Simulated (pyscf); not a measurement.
CH₄ (SMILES C) + H₂B–O–CH: (SMILES BO[CH]) [singlet] → H₂B–O–CH₂–CH₃ (SMILES BOCC), an insertion (singlet surface; C–H broken, C–C, C–H formed). Structures and frequencies: ωB97X-D3(BJ)/def2-SVP in PySCF. MP2 and CC: frozen core, UHF for open shells. ΔMP2 is the change of the MP2 total energy from the triple- to the quadruple-zeta basis. Energies in eV from the separated reactants.

AM1 to PM7: differences of heats of formation from MOPAC, which are fitted to 298 K values and so differ in kind from electronic energies by zero-point and thermal terms. 

Question: In single points PM3 puts the saddle at 0.70 eV and the reaction energy at -3.32 eV. Should these be trusted to within a few kcal/mol? Compare with CCSD(T)/def2-TZVPP + ΔMP2(QZVPP).

Answer: CCSD(T)/def2-TZVPP + ΔMP2(QZVPP) gives ΔE‡ = 0.44 eV and ΔE = -3.68 eV. PM3 lies 0.26 eV over it in the barrier and 0.35 eV over it in the reaction energy, so on this step it does not hold to within 0.13 eV. CCSD(T)/def2-TZVPP + ΔMP2(QZVPP) has limits of its own. H₂B–O–CH: [singlet] lies 4.68 eV over its isomer H₃C–B=O (electronic energy, ωB97M-D3(BJ)/def2-TZVP). H₂B–O–CH₂–CH₃ lies 1.40 eV over its isomer H₃C–B(CH₃)–OH (electronic energy, ωB97M-D3(BJ)/def2-TZVP). This is the saddle that the search found; another between the same sides may lie lower. The CCSD(T) − MP2 part came from Ansatz, without density fitting, on the same reference.
